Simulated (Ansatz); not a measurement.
```yaml
crystal:
  periodic: [false, false, false]
  atoms:
    - {symbol: C, position_ang: [-1.326226, -0.342872, -0.003372]}
    - {symbol: S, position_ang: [0.099913, 0.418944, 0.003783]}
    - {symbol: C, position_ang: [1.254408, -0.778838, -0.006714]}
    - {symbol: H, position_ang: [-2.322666, 0.038774, -0.000167]}
basis:
  gaussian: {orbitals: def2-TZVP}
magnetization: {spin_polarized: true, initial_magnetization: 3}
hamiltonian: {xc: pbe0}
relax: {f_tol: 0.004, max_steps: 80}
```

```sh
$ ansatz run in.yaml --threads 1 --pin off --events-out ev --progress --plain --max-ram 2176MiB
```

Steps of the relaxation (energy above the last step; positions in Å, forces in eV/Å):

```
4
step 1, 60.7 meV
C    -1.326   -0.343   -0.003   -0.667   -0.089   -0.001
S     0.100    0.419    0.004    0.655    0.080    0.001
C     1.254   -0.779   -0.007    0.644   -0.036    0.000
H    -2.323    0.039    0.000   -0.632    0.045    0.000
```

```
4
step 2, 11.0 meV
C    -1.350   -0.338   -0.003   -0.396    0.040    0.000
S     0.108    0.395    0.004    0.345   -0.020    0.000
C     1.304   -0.772   -0.007    0.207    0.031    0.000
H    -2.356    0.051    0.000   -0.155   -0.051    0.000
```

```
4
step 3, 0.4 meV
C    -1.367   -0.329   -0.003   -0.022    0.031    0.000
S     0.116    0.378    0.003    0.074   -0.028    0.000
C     1.336   -0.767   -0.007   -0.035    0.027    0.000
H    -2.379    0.055    0.000   -0.018   -0.030    0.000
```

```
4
step 5, 0.0 meV
C    -1.366   -0.320   -0.003   -0.024   -0.022    0.000
S     0.121    0.379    0.003    0.011    0.039    0.000
C     1.333   -0.770   -0.007    0.015   -0.020    0.000
H    -2.383    0.047    0.000   -0.002    0.003    0.000
```

```
4
step 6, 0.0 meV
C    -1.366   -0.321   -0.003    0.001   -0.001    0.000
S     0.121    0.380    0.003    0.001   -0.001    0.000
C     1.333   -0.770   -0.007   -0.001    0.001    0.000
H    -2.383    0.047    0.000   -0.001    0.000    0.000
```

Close pairs at the end: C1–H4 1.082 Å, C1–S2 1.644 Å, S2–C3 1.671 Å.

A stationary point of unrestricted PBE0 after 6 steps, with ⟨S²⟩ = 3.800 against 3.75 for a pure state; no frequencies were run, so it isn't proven a minimum. 16 s on 1 thread of Intel Xeon 6975P-C, shared host.
